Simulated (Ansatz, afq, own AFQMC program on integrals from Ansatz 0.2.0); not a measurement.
Two steps: Ansatz 0.2.0 writes the Fock matrix and Cholesky factors of the valence space, and afq projects on them the lowest state that overlaps trial and start.

```yaml
crystal:
  periodic: [false, false, false]
  atoms:
    - {symbol: Ga, position_ang: [-0.000002, -0.453735, 2.189939]}
    - {symbol: Si, position_ang: [-0.000011, -0.210000, -0.000028]}
    - {symbol: Ga, position_ang: [-0.000002, -0.453734, -2.189960]}
    - {symbol: H, position_ang: [0.000014, 1.117468, 0.000049]}
basis:
  gaussian: {orbitals: cc-pVDZ}
magnetization: {spin_polarized: true, initial_magnetization: 1}
correlation: {method: ccsd_t, electrons: outside_noble_gas, hamiltonian_folder: ham}
```

```sh
$ ansatz run in.yaml --threads 1 --pin off --events-out ev --progress --plain --max-ram 1382MiB
```

Options of the walk:

```
--method phaseless --trial hf --walkers 120 --populations 1 --least-time 40 --time-step 0.005 --steps-per-block 20 --equilibration-blocks 112 --max-blocks 600 --target-error 0.0012000 --factor-cut 1e-05 --start spin_pure --seed 1188 --taylor-order 6
```

Times are imaginary, in 1/Eh. The walk had a cap of 2099 s. Filled inner d shells are frozen with the cores.

Log:

```
orbitals 44  electrons 6 5  factors 362 of 876
reference energy -4135.84395740 Eh
CCSD correlation -0.22290071 Eh in 15 cycles, weight of the determinant in the CISD state 0.7983
energy of the start -4135.845583 Eh
 block  time / (1/Eh)  mean weight  energy / Eh
     1     0.100  0.9998  -4135.874742
     2     0.200  1.0006  -4135.898332
     3     0.300  1.0003  -4135.915108
     4     0.400  1.0012  -4135.934667
     5     0.500  1.0005  -4135.948547
     8     0.800  1.0011  -4135.985584
    18     1.800  1.0001  -4136.040715
    69     6.900  1.0007  -4136.061747
   120    12.000  1.0009  -4136.072419
   171    17.100  1.0011  -4136.080901
   222    22.200  0.9979  -4136.058270
   273    27.300  0.9999  -4136.123191
   324    32.400  1.0002  -4136.080548
   375    37.500  1.0008  -4136.076043
   426    42.600  0.9997  -4136.081146
   477    47.700  1.0000  -4136.056659
   511    51.100  1.0003  -4136.052702
   528    52.800  1.0007  -4136.078768
   579    57.900  1.0010  -4136.073640
   630    63.000  1.0005  -4136.090583
   681    68.100  1.0004  -4136.088549
   698    69.800  1.0008  -4136.085099
blocks merged  error / Eh  count
     1  0.000653  600
     2  0.000877  300
     4  0.001176  150
     8  0.001523  75
    16  0.001959  37
    32  0.002094  18
    64  0.002351  9
energy -4136.081350 +/- 0.002094 Eh
(rows thinned)
```

The run passed its tests (sampling time, drift between the halves within three errors, error under three times the target), which doesn't prove that it has relaxed.

Against this walk (error 57.0 meV) on the same determinant: CCSD(T) 40.8 meV higher (within the noise), CCSDT(Q) 56.7 meV lower (within the noise), a separate phaseless walk with a CISD trial and standard settings 17.4 ± 60.5 meV higher (within the noise). The error is statistical and leaves out the bias of the constraint. The determinant has ⟨S²⟩ = 0.88, so the low cluster orders mix in higher spin (the high orders can go on to a lower state of that spin), while the walk starts as a pure doublet.

Cautions: constraint bias not in the error; error above the target (57.0 against 32.7 meV); no relativity below Rb; no spin-orbit coupling; inner d shell frozen; an unrestricted solution with more broken spin lies lower (149 meV, ⟨S²⟩ 1.11); unrestricted determinant spin contaminated (⟨S²⟩ 0.88 against 0.75).

The walk took 6.3 min on 1 thread of AMD EPYC 7R13 Processor (Zen 3) (shared host). The log's last line is the phaseless energy.

CCSDT and higher add their correlation energy to the determinant of the CCSD(T) run, since their own runs factorise the integrals more tightly (a shift of under 2 meV).
